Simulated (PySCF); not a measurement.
Q: What does the PBE0-D3(BJ)/def2-SVP structure of `CCOC=C=O` look like in three dimensions?

A: 
```
atom  x, y, z in Å
C1    -1.7936   -0.4235   -0.4599
C2    -0.4258   -0.2640    0.1519
O3     0.3288    0.6110   -0.6489
C4     1.5995    0.8455   -0.2171
C5     2.1951    0.2981    0.8333
O6     2.7642   -0.1470    1.7531
H7    -2.4072   -1.1052    0.1466
H8    -1.7157   -0.8346   -1.4769
H9    -2.3056    0.5480   -0.5184
H10    0.0897   -1.2440    0.2241
H11   -0.4983    0.1413    1.1820
H12    2.1784    1.5517   -0.8146
```

Orientation and origin are arbitrary. Atoms count from 1 in this order. O3 (ether oxygen) is bent (angle 115.3°). Of the pairs four or more bonds apart, C5···H10 is among the closest relative to their van der Waals radii: 2.68 Å, 92 % of the sum of Bondi's values. The 2 C–C bonds span 1.326 Å (C4=C5, drawn double) to 1.507 Å (C1–C2, drawn single), a spread of 0.181 Å. The 6 heavy atoms lie in one plane (0.011 Å rms).

Bonds between heavy atoms (Å): C1–C2 1.507, C2–O3 1.406, O3–C4 1.362, C4=C5 1.326, C5=O6 1.170.

Method used: PBE0-D3(BJ)/def2-SVP geometry optimisation, gas phase (PySCF 2.14.0).

Point group: near Cs, missed by 0.09 Å at most; the miss may be what the optimiser left on a soft mode. No PBE0-D3(BJ)/def2-SVP frequencies stand behind this structure, so it isn't proved a minimum. One conformer, not necessarily the lowest (C1–C2–O3–C4 180°, C2–O3–C4–C5 3°).

Time: 62 s; peak memory 0.50 GiB. Hardware: one thread, Arm Neoverse N1 (aarch64), no GPU, shared host with 64 logical CPUs at a one-minute load of 56. This is the geometry optimisation.
